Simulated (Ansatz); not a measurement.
**PH⁻, doublet: reading a ladder of total energies**

Geometry: a PBE0/def2-TZVPD stationary point for this spin.

```yaml
atoms:
  - { symbol: P, position_ang: [0.0000, 0.0000, 0.0000] }
  - { symbol: H, position_ang: [0.0000, 0.0000, 1.4426] }
```

Basis 6-31++G** (Cartesian d functions); Ansatz 0.2.0. Correlated methods freeze the noble-gas cores, which leaves 7 electrons in 24 orbitals. R marks a restricted (for open shells ROHF) determinant, U an unrestricted one.

Full CI is exact within this basis and frozen core; it isn't the basis-set limit. The frozen core follows each run's orbitals, which can shift R against U totals by a few meV.

Runs differ by some tens of microhartree through their thresholds and, for an open shell, their frozen cores, so the step to full CI, which has another core, is uncertain by up to 0.1 kcal/mol.

| level | total energy (hartree) |
| --- | --- |
| UHF | -341.260538 |
| UMP2 | -341.356129 |
| UCCSD | -341.376362 |
| UCCSD(T) | -341.379512 |
| UCCSDT | -341.380194 |
| UCCSDT(Q) | -341.380321 |
| full CI | -341.380327 |

**Question.** What is the correlation energy at full CI, and what share of it do UMP2 and UCCSD(T) recover?

**Answer.** E(corr) = -341.380327 − (-341.260538) = -0.119789 hartree = -3.260 eV. UMP2: -0.095591 / -0.119789 = 79.80 %. UCCSD(T): -0.118974 / -0.119789 = 99.32 %.

**Question.** By how many kcal/mol does UCCSD(T) miss full CI (1 hartree = 627.509 kcal/mol), and which steps make up the rest?

**Answer.** -341.379512 − (-341.380327) = 0.000815 hartree = 0.51 kcal/mol. Steps: UCCSDT − UCCSD(T) = -0.43, UCCSDT(Q) − UCCSDT = -0.08, full CI − UCCSDT(Q) = 0.00 kcal/mol. That is within 1 kcal/mol of the reference in this basis, which itself misses far more of the correlation at the basis-set limit.
